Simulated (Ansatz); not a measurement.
**SiO (SMILES O=[Si]): a first try and a second**

Aim: the energy of SiO at UCCSD(T)/STO-3G.

The calculation is run with Ansatz 0.2.0.

55 further runs of the same task are left out: 15 that didn't finish, 40 set aside as unsound or not needed.

### Step 1. The molecule

The species is SiO (2 atoms), meant as a singlet with charge 0. SMILES: `O=[Si]`. The Si2–O1 distance was set to 3.017 Å, away from the relaxed value.

### Step 2. Try one

molecule.yaml

```yaml
crystal:
  periodic: [false, false, false]
  atoms:
    - {symbol: O, position_ang: [-1.922138, 0.694514, -0.972019]}
    - {symbol: Si, position_ang: [0.640700, -0.231500, 0.324000]}
basis:
  gaussian:
    orbitals: STO-3G
correlation:
  method: ccsd_t
  frozen_orbitals: {O: 1, Si: 5}
accuracy: high
scf:
  omitted_lower_state_checks: [cluster_reference, increment]
```

Run with:

```bash
ansatz run molecule.yaml --threads 1 --pin off --max-ram 2610MiB --events-out events.jsonl --progress --plain --runs-dir runs
```

Log:

```text
Warning: RAYON_NUM_THREADS=1 ignored (pool sized by the plan → 1); use --threads N
[... 18 lines left out ...]
6 core orbitals not correlated: weight in the atoms' cores, before any rotation towards them, 1.000 or more for the frozen orbitals, at most 0.000 for the correlated occupied ones
[... 301 lines left out ...]
Error: not converged in 300 cycles: update norm 1.121e-8, energy change -4.061e-8 eV, smallest ratio of the change in the update to the step in singles and doubles: 1.4e-2
```

Run time: 0.42 s. Hardware: 1 thread of Arm Neoverse V1, shared host.

### Step 3. Reading the log

No converged result was reached.

The log says `Error: not converged in 300 cycles: update norm 1.121e-8, energy change -4.061e-8 eV, smallest ratio of the change in the update to the step in single`. Among its listed settings the sound run differs in this, and the input shows the rest: reference UHF in place of RHF. The next try takes another reference, UHF in place of RHF: a different method, not a cure for the first.

### Step 4. Try two

run.yaml

```yaml
crystal:
  periodic: [false, false, false]
  atoms:
    - {symbol: O, position_ang: [-1.922138, 0.694514, -0.972019]}
    - {symbol: Si, position_ang: [0.640700, -0.231500, 0.324000]}
basis:
  gaussian:
    orbitals: STO-3G
scf:
  omitted_lower_state_checks: [cluster_reference, increment]
magnetization:
  spin_polarized: true
correlation:
  method: ccsd_t
  frozen_orbitals: {O: 1, Si: 5}
accuracy: high
```

Run with:

```bash
ansatz run run.yaml --threads 1 --pin off --max-ram 2610MiB --events-out events.jsonl --progress --plain --runs-dir runs
```

Log:

```text
Warning: RAYON_NUM_THREADS=1 ignored (pool sized by the plan → 1); use --threads N
[... 23 lines left out ...]
6 core orbitals not correlated: weight in the atoms' cores, before any rotation towards them, 1.000 or more for the frozen orbitals, at most 0.000 for the correlated occupied ones
[... 268 lines left out ...]
Total energy: -9776.69886607 eV, -359.2870564434 hartree
Checks for a lower state left out: cluster_reference, increment
```

Wall time 0.93 s (1 thread of Arm Neoverse V1, shared host).

### Step 5. Summary of results

At UCCSD(T)/STO-3G:

```
                                   quantity          value
                               total energy  -359.28706 Eh
correlation energy (6 core orbitals frozen)      -14.0 mEh
                             (T) correction      -0.18 mEh
          ⟨S²⟩ of the reference determinant          1.999
                              T1 diagnostic          0.011
```

⟨S²⟩ is 2.00 where a pure singlet has 0.00: the reference is spin-contaminated. The triples make up 1.3 % of the correlation energy.
